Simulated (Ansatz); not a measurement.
# SiH₂O (triplet): from Hartree-Fock to the top rungs at distance O1–H3 along a hydrogen transfer = 1.434 Å, cc-pVTZ

An exercise on one series of results from a longer session: the logs are not shown, and one member is left open.

Program: Ansatz 0.2.0, Gaussian basis. Level of theory: cc-pVTZ, core rule «outside noble gas», up to 6 orbitals frozen. These are calculated values, not measurements.

Plan: UHF; CCSD(T) on ROHF; CCSD(T) on UHF; BCCD(T) on ROHF; CISD; CCSDT(Q) on ROHF; CCSDT(Q) on UHF; CASSCF and NEVPT2, 4 electrons in 4 orbitals.

4 further runs of the same task are left out: 4 for a known fault of the program.

## The geometry

The geometry derives from fragments relaxed apart (PBE0/def2-TZVP) and kept rigid, so it is no stationary point. A hydrogen atom is moved between rigid fragments.

4 atoms, charge 0, spin multiplicity 3.

Atoms are counted from 1 here; the program's logs count them from 0.

Bond lengths: O1–H2 0.960 Å, H3–Si4 1.630 Å.

Set-up of the first run:

The input, in.yaml:

```yaml
crystal:
  periodic: [false, false, false]
  atoms:
    - {symbol: O, position_ang: [-1.062173, -0.231644, 0.000000]}
    - {symbol: H, position_ang: [-1.311482, 0.694932, 0.000000]}
    - {symbol: H, position_ang: [0.371827, -0.231644, 0.000000]}
    - {symbol: Si, position_ang: [2.001827, -0.231644, 0.000000]}
basis:
  gaussian: {orbitals: cc-pVTZ}
magnetization: {spin_polarized: true, initial_magnetization: 2}
hamiltonian: {xc: hf}
output: {orbitals: {seedname: orbitals}}
```

Run with:

```
$ ansatz run in.yaml --threads 1 --pin off --events-out ev --progress --plain --max-ram 4096MiB --backend cpu
```

Among the steps run: UHF; CCSD(T) on ROHF; CCSD(T) on UHF; BCCD(T) on ROHF; CISD; CCSDT(Q) on ROHF; CCSDT(Q) on UHF; CASSCF and NEVPT2, 4 electrons in 4 orbitals.

One table of the session follows, with a row left open; its other results are not shown here.

```
     method  from UCCSDT(Q) (kJ/mol)
       ROHF                   +995.2
        UHF                   +954.2
       RMP2                   +137.3
       UMP2                   +137.6
       CISD                   +138.1
      RCCSD                        ?
      UCCSD                    +40.3
   RCCSD(T)                     +6.8
   UCCSD(T)                     +6.9
    BCCD(T)                     +5.8
     RCCSDT                     +2.6
     UCCSDT                     +2.4
  RCCSDT(Q)                     +0.2
  UCCSDT(Q)                        0
CASSCF pair                   +923.7
NEVPT2 pair                   +113.2
```

**Question.** Estimate the row for RCCSD.

As computed: from UCCSDT(Q) (kJ/mol): +41.8. In the column «from UCCSDT(Q) (kJ/mol)» it lies between UCCSD (+40.3) and NEVPT2 pair (+113.2).

Caveats from the session: Restricted and unrestricted rows rest on different reference determinants; where their highest levels disagree by more than a few hundredths of an eV, they describe different states and don't form one ladder.
